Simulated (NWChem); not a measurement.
Everything below was run with NWChem. System: CH₆Si, charge 0, spin multiplicity 1, at a geometry optimised with B3LYP/def2-SVP. The structure started from a generated list of species. Level: CCSD(T)/def2-TZVP, 6 core orbitals frozen.

Input file:

```
start mol
memory heap 100 mb stack 700 mb global 1900 mb
geometry units angstroms nocenter noautoz
  Si     0.637240     0.036312     0.000000
  C     -1.248355    -0.071145     0.000000
  H      1.123665     0.764038     1.210451
  H      1.123665     0.764038    -1.210451
  H      1.242977    -1.329146     0.000000
  H     -1.611246    -0.607305     0.891428
  H     -1.611246    -0.607305    -0.891428
  H     -1.699046     0.934179     0.000000
  symmetry group Cs
end
basis spherical
  * library def2-tzvp
end
scf
  rhf
  nopen 0
  maxiter 100
  thresh 1e-7
  semidirect memsize 60000000 filesize 0
end
tce
  freeze core 6
  ccsd(t)
  2eorb
  2emet 13
  thresh 1e-6
  maxiter 100
  tilesize 24
end
task tce energy
```

Part of the output:

```
             Northwest Computational Chemistry Package (NWChem) 7.3.0
             --------------------------------------------------------

                                NWChem Input Module
                                -------------------

 Scaling coordinates for geometry "geometry" by  1.889725989
 (inverse scale =  0.529177249)

 Turning off AUTOSYM since
 SYMMETRY directive was detected!

                             Geometry "geometry" -> ""
                             -------------------------

 Output coordinates in angstroms (scale by  1.889725989 to convert to a.u.)

  No.       Tag          Charge          X              Y              Z
 ---- ---------------- ---------- -------------- -------------- --------------
    1 Si                  14.0000     0.63724000     0.03631200     0.00000000
    2 C                    6.0000    -1.24835500    -0.07114500     0.00000000
    3 H                    1.0000     1.12366500     0.76403800     1.21045100
    4 H                    1.0000     1.12366500     0.76403800    -1.21045100
    5 H                    1.0000     1.24297700    -1.32914600     0.00000000
    6 H                    1.0000    -1.61124600    -0.60730500     0.89142800
    7 H                    1.0000    -1.61124600    -0.60730500    -0.89142800
    8 H                    1.0000    -1.69904600     0.93417900     0.00000000

 Effective nuclear repulsion energy (a.u.)      62.3589443183

            Nuclear Dipole moment (a.u.)
            ----------------------------
        X                 Y               Z
 ---------------- ---------------- ----------------
    -0.0000018897    -0.0000056692     0.0000000000

      Symmetry information
      --------------------

 Group name             Cs
 Group number              2
 Group order               2
 No. of unique centers     6

      Symmetry unique atoms

     1    2    3    5    6    8


 Summary of "ao basis" -> "" (spherical)
 ------------------------------------------------------------------------------
       Tag                 Description            Shells   Functions and Types
 ---------------- ------------------------------  ------  ---------------------
 *                         def2-tzvp                  on all atoms

 Summary of "ao basis" -> "ao basis" (spherical)
 ------------------------------------------------------------------------------
       Tag                 Description            Shells   Functions and Types
 ---------------- ------------------------------  ------  ---------------------
 Si                        def2-tzvp                13       37   5s5p2d1f
 C                         def2-tzvp                11       31   5s3p2d1f
 H                         def2-tzvp                 4        6   3s1p

                                 NWChem SCF Module
                                 -----------------

  ao basis        = "ao basis"
  functions       =   104
  atoms           =     8
  closed shells   =    13
  open shells     =     0
  charge          =   0.00
  wavefunction    = RHF
  use symmetry    = T
  symmetry adapt  = T

 Summary of "ao basis" -> "ao basis" (spherical)
 ------------------------------------------------------------------------------
       Tag                 Description            Shells   Functions and Types
 ---------------- ------------------------------  ------  ---------------------
 Si                        def2-tzvp                13       37   5s5p2d1f
 C                         def2-tzvp                11       31   5s3p2d1f
[...]
  Mulliken analysis of the total density
  --------------------------------------

    Atom       Charge   Shell Charges
 -----------   ------   -------------------------------------------------------
    1 Si  14    13.67   2.00  0.58  1.39  0.80  0.43  4.12  1.73  0.53  1.40  0.32  0.14  0.19  0.03
    2 C    6     6.51   0.85  1.12  0.46  0.71  0.07  1.24  1.52  0.47  0.01  0.03  0.00
    3 H    1     1.06   0.24  0.57  0.25  0.01
    4 H    1     1.06   0.24  0.57  0.25  0.01
    5 H    1     1.06   0.24  0.57  0.25  0.01
    6 H    1     0.88   0.26  0.49  0.11  0.02
    7 H    1     0.88   0.26  0.49  0.11  0.02
    8 H    1     0.88   0.26  0.49  0.11  0.02

       Multipole analysis of the density wrt the origin
       ------------------------------------------------

     L   x y z        total         open         nuclear
     -   - - -        -----         ----         -------
     0   0 0 0     -0.000000      0.000000     26.000000

     1   1 0 0     -0.284650      0.000000     -0.000002
     1   0 1 0     -0.016227      0.000000     -0.000006
     1   0 0 1      0.000000      0.000000      0.000000

     2   2 0 0    -17.730909      0.000000     97.077995
     2   1 1 0     -0.019956      0.000000      4.612414
     2   1 0 1     -0.000000      0.000000      0.000000
     2   0 2 0    -17.381845      0.000000     16.402955
     2   0 1 1     -0.000000      0.000000      0.000000
     2   0 0 2    -17.380666      0.000000     16.140036

                   NWChem Extensible Many-Electron Theory Module
                   ---------------------------------------------


            General Information
            -------------------
      Number of processors :     1
         Wavefunction type : Restricted Hartree-Fock
          No. of electrons :    26
           Alpha electrons :    13
            Beta electrons :    13
           No. of orbitals :   208
            Alpha orbitals :   104
             Beta orbitals :   104
        Alpha frozen cores :     6
         Beta frozen cores :     6
     Alpha frozen virtuals :     0
      Beta frozen virtuals :     0
         Spin multiplicity : singlet
    Number of AO functions :   104
       Number of AO shells :    48
        Use of symmetry is : on
      Symmetry adaption is : on
         Schwarz screening : 0.10D-09

          Correlation Information
          -----------------------
          Calculation type : Coupled-cluster singles & doubles w/ perturbation
   Perturbative correction : (T)
            Max iterations :      100
        Residual threshold : 0.10D-05
     T(0) DIIS level shift : 0.00D+00
     L(0) DIIS level shift : 0.00D+00
     T(1) DIIS level shift : 0.00D+00
     L(1) DIIS level shift : 0.00D+00
     T(R) DIIS level shift : 0.00D+00
     T(I) DIIS level shift : 0.00D+00
   CC-T/L Amplitude update :  5-th order DIIS
                I/O scheme : Global Array Library
        L-threshold :  0.10D-05
        EOM-threshold :  0.10D-05
 no EOMCCSD initial starts read in
 TCE RESTART OPTIONS
 SLICE:      F
 D4D5:       F
 quantumc:   F
 qrotation:  F
 pwtce:      F
 qducc:      F
 nacto:                         0
 nrotv:                         0
 nrot:                          0

            Memory Information
            ------------------
          Available GA space size is     249025984 doubles
          Available MA space size is     104849684 doubles

 Maximum block size supplied by input
 Maximum block size        24 doubles

 tile_dim =     20

 -------------------------------------------------
   1    alpha     a'     5 doubles       0       1
   2    alpha     a"     2 doubles       5       2
   3    beta      a'     5 doubles       7       1
   4    beta      a"     2 doubles      12       2
   5    alpha     a'    19 doubles      14       5
   6    alpha     a'    19 doubles      33       6
   7    alpha     a'    20 doubles      52       7
   8    alpha     a"    16 doubles      72       8
   9    alpha     a"    17 doubles      88       9
  10    beta      a'    19 doubles     105       5
  11    beta      a'    19 doubles     124       6
  12    beta      a'    20 doubles     143       7
  13    beta      a"    16 doubles     163       8
  14    beta      a"    17 doubles     179       9

 Global array virtual files algorithm will be used

 Parallel file system coherency ......... OK

 4-electron integrals stored in orbital form

 v2    file size   =          9226714
 4-index algorithm nr.  13 is used
 imaxsize =       30
 imaxsize ichop =        0


CCSD iterations
 ---------------------------------------------------------
 Iter          Residuum       Correlation     Cpu    Wall
 ---------------------------------------------------------
    1   0.1532381412952  -0.3001722091743     0.8     0.8
    2   0.0426406118988  -0.3316612286327     0.8     0.8
    3   0.0147946573258  -0.3390549528105     0.8     0.8
    4   0.0057388952232  -0.3410718063954     0.8     0.8
    5   0.0024222158633  -0.3417582752657     0.9     0.9
    6   0.0004578142016  -0.3421580435049     0.9     0.9
    7   0.0001923518273  -0.3421648929551     1.2     1.2
    8   0.0000931154573  -0.3421668907069     0.9     0.9
    9   0.0000492243509  -0.3421681772199     0.8     0.8
   10   0.0000263768522  -0.3421690770557     0.8     0.8
   11   0.0000038642995  -0.3421701330162     0.8     0.8
   12   0.0000013724085  -0.3421703236995     0.8     0.8
   13   0.0000006432879  -0.3421704144191     0.8     0.8
 -----------------------------------------------------------------
 Iterations converged
 CCSD correlation energy / hartree =        -0.342170414419139
 CCSD total energy / hartree       =      -330.661416544348413

 Singles contributions

 Doubles contributions
 CCSD(T)
 Using plain CCSD(T) code
             total no. of tasks          295
 total no. of tasks / no. procs          295
                         wl_min        32768           5.7
                         wl_max      1000000          10.0
        thresh for no. of tasks          295

 CCSD[T]  correction energy / hartree =        -0.010890558338901
 CCSD[T] correlation energy / hartree =        -0.353060972758040
 CCSD[T] total energy / hartree       =      -330.672307102687341
 CCSD(T)  correction energy / hartree =        -0.010601911916962
 CCSD(T) correlation energy / hartree =        -0.352772326336101
 CCSD(T) total energy / hartree       =      -330.672018456265391

 Task  times  cpu:       55.6s     wall:       55.6s

 Total times  cpu:       55.6s     wall:       55.6s
```
